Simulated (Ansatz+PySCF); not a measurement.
Two shapes of doublet H₂S(+).

Shape 1:

```xyz
3

S     0.0000   -0.6025    0.0000
H     0.0000    0.3012    0.9539
H     0.0000    0.3012   -0.9539
```

Shape 2:

```xyz
3

S     0.0000   -0.6483    0.0000
H     0.0000    0.3241    1.0265
H     0.0000    0.3241   -1.0265
```

Basis set: cc-pVTZ on H; cc-pV(T+d)Z on S (spherical functions). Left uncorrelated: 5 orbitals. Correlation on ROHF uses semicanonical orbitals with singles. Charge 1, multiplicity 2.

Computed with Ansatz (development build ahead of 0.2.0) and PySCF 2.14.0; each method stands on the lowest determinant of its kind that the runs found.

(1) Which shape is lower in energy, and by how much in each method?

## Answers

(1)

```csv
method,E(2) − E(1) (eV)
ROHF,0.099
UHF,0.096
ROHF-MP2,0.053
UHF-MP2,0.052
ROHF-CCSD(T),0.020
```

Shape 1 is lower.
